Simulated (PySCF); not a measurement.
tetrafluoroethylene (C2F4), SMILES FC(F)=C(F)F.

Coordinates come from a r2SCAN-D4/def2-SVP optimisation.

These are TDDFT-PBE/def2-SVPD in PySCF 2.14.0 values and carry that method's errors.

Vertical excitations. Gas-phase values at a fixed geometry. State labels are in the subgroup D2h.

```
state  symmetry  energy (eV)  λ (nm)      f         main pairs
-----  --------  -----------  ------  -----  -----------------
S1          B3u         6.01     206  0.008  HOMO→LUMO+1 100 %
S2          B1g         6.56     189  0.000  HOMO→LUMO+2 100 %
S3          B2g         6.96     178  0.000   HOMO→LUMO+3 99 %
S4          B1u         7.96     156  0.356     HOMO→LUMO 97 %
S5           Ag         8.52     145  0.000  HOMO→LUMO+4 100 %
S6          B1g         8.84     140  0.000  HOMO→LUMO+5 100 %
S7           Au         9.15     136  0.000  HOMO→LUMO+7 100 %
S8          B3u         9.24     134  0.032   HOMO→LUMO+6 96 %
S9          B3u         9.60     129  0.027   HOMO→LUMO+9 96 %
S10         B2g         9.64     129  0.000   HOMO→LUMO+8 97 %
T1          B1u         4.67     266      0     HOMO→LUMO 99 %
T2          B3u         5.76     215      0  HOMO→LUMO+1 100 %
T3          B1g         6.03     206      0  HOMO→LUMO+2 100 %
T4          B2g         6.60     188      0   HOMO→LUMO+3 99 %
```
Triplets are in the Tamm–Dancoff approximation, which puts them higher than full response would, so one can lie above its singlet here.
